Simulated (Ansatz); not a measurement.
Input file:

```yaml
crystal:
  periodic: [false, false, false]
  atoms:
    - {symbol: Cl, position_ang: [0.000000, 0.000000, -1.495667]}
    - {symbol: H, position_ang: [0.000000, 0.000000, 0.375333]}
    - {symbol: H, position_ang: [0.000000, 0.000000, 1.120333]}
basis:
  gaussian: {orbitals: cc-pVDZ}
magnetization: {spin_polarized: false, initial_magnetization: 1}
correlation: {method: ccsdtq, electrons: outside_noble_gas}
```

```sh
$ ansatz run in.yaml --threads 2 --pin off --events-out ev --progress --plain --max-ram 16896MiB --backend cuda --devices 0, --max-vram 18GiB
```

Log:

```
470 factors; integrals over basis functions are off by at most 2.1e-7 eV
mean field evaluation 1: about -12532.1403 eV, gradient 7.6e0 eV
mean field evaluation 2: about -12532.1405 eV, gradient 7.6e0 eV
mean field evaluation 4: about -12532.9441 eV, gradient 1.3e0 eV
mean field evaluation 8: about -12532.9778 eV, gradient 1.4e-4 eV
mean field evaluation 16: about -12532.9775 eV, gradient 7.6e-2 eV
mean field evaluation 32: about -12532.9778 eV, gradient 5.4e-2 eV
mean field evaluation 64: about -12532.5917 eV, gradient 7.8e-2 eV
mean field evaluation 96: about -12532.5916 eV, gradient 1.1e-2 eV
mean field -12532.97781158 eV, -460.5784394181 hartree, gradient 1.7e-6 eV, S^2 0.750000; 7 other end points of the search recorded, 0 dependent functions left out
mean field evaluation 128: about -12532.7021 eV, gradient 8.9e-4 eV
determinant -12532.97781158 eV, -460.5784394181 hartree, with singles and doubles -12537.65324269 eV, -460.7502583421 hartree
determinant -12532.59178030 eV, -460.5642530301 hartree, with singles and doubles -12537.20616896 eV, -460.7338286856 hartree
determinant -12532.97781158 eV, -460.5784394181 hartree, with singles and doubles -12537.65329316 eV, -460.7502601969 hartree
determinant -12532.59178030 eV, -460.5642530301 hartree, with singles and doubles -12537.20617069 eV, -460.7338287494 hartree
5 core orbitals not correlated: weight in the atoms' cores, before any rotation towards them, 1.000 or more for the frozen orbitals, at most 0.000 for the correlated occupied ones
reference -12532.97781158 eV, -460.5784394181 hartree; 5, 4 occupied and 18, 19 virtual orbitals, 470 factors
second order -3.93860049 eV of doubles, -0.08439270 eV of singles
cycle   1  -4.52444583 eV  change   -5.0e-1 eV  update   4.6e-2
cycle   2  -4.72206461 eV  change   -2.0e-1 eV  update   1.7e-2
cycle   3  -4.73755252 eV  change   -1.5e-2 eV  update   7.5e-3
cycle   4  -4.73633880 eV  change    1.2e-3 eV  update   4.1e-3
cycle   5  -4.73740000 eV  change   -1.1e-3 eV  update   1.7e-3
cycle   6  -4.73705317 eV  change    3.5e-4 eV  update   4.4e-4
cycle   7  -4.73692558 eV  change    1.3e-4 eV  update   1.5e-4
cycle   8  -4.73703481 eV  change   -1.1e-4 eV  update   5.6e-5
cycle   9  -4.73702618 eV  change    8.6e-6 eV  update   2.2e-5
cycle  10  -4.73702119 eV  change    5.0e-6 eV  update   8.1e-6
cycle  11  -4.73702343 eV  change   -2.2e-6 eV  update   3.3e-6
cycle  12  -4.73702500 eV  change   -1.6e-6 eV  update   1.3e-6
cycle  13  -4.73702587 eV  change   -8.8e-7 eV  update   6.3e-7
Total energy: -12537.71483746 eV, -460.7525219081 hartree
```

For the same geometry and basis full CI lies 0.0 meV higher.

Ran on 2 threads of AMD EPYC 7R13 with a shared H100 80 GB, shared host: 16 s wall, 0.87 GiB peak host memory.
